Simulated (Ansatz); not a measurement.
C₅H₇N, SMILES `C#CC(N)C=C`, relaxed with RKS PBE-D4/def2-SVP in Ansatz 0.2.0 from a rough embedded geometry. The force threshold is 0.03 eV/Å; the program also tests the step.

Total charge 0; spin multiplicity 1.

Start:

```xyz
13

C    -0.355   -2.249   -1.433
C    -0.118   -1.359   -0.684
C     0.144   -0.303    0.281
N     1.608   -0.374    0.709
C    -0.189    1.013   -0.271
C    -1.103    1.862    0.209
H    -0.511   -2.993   -2.192
H    -0.405   -0.533    1.231
H     1.738    0.361    1.449
H     1.803   -1.233    1.045
H     0.387    1.358   -1.134
H    -1.286    2.821   -0.241
H    -1.714    1.629    1.030
```

Task: By how much does the energy fall, and how many steps does the optimiser take? (An estimate is asked.)

Result: Computed: 50.85 kJ/mol, in 8 steps.

Task: Which bonds change most? (Best estimate.)

Result: Ansatz gave: N4–H10 from 0.943 to 1.029 Å; C3–N4 from 1.527 to 1.471 Å; C6–H13 from 1.050 to 1.104 Å; C3–C5 from 1.466 to 1.519 Å.

Task: Give the relaxed structure. (Estimate.)

Result: The calculation gave: 
```xyz
13

C    -0.335   -2.260   -1.464
C    -0.098   -1.369   -0.662
C     0.173   -0.305    0.317
N     1.598   -0.317    0.684
C    -0.167    1.051   -0.277
C    -1.110    1.870    0.213
H    -0.545   -3.043   -2.179
H    -0.524   -0.474    1.181
H     1.738    0.329    1.472
H     1.858   -1.254    1.019
H     0.447    1.334   -1.149
H    -1.317    2.851   -0.243
H    -1.719    1.586    1.088
```
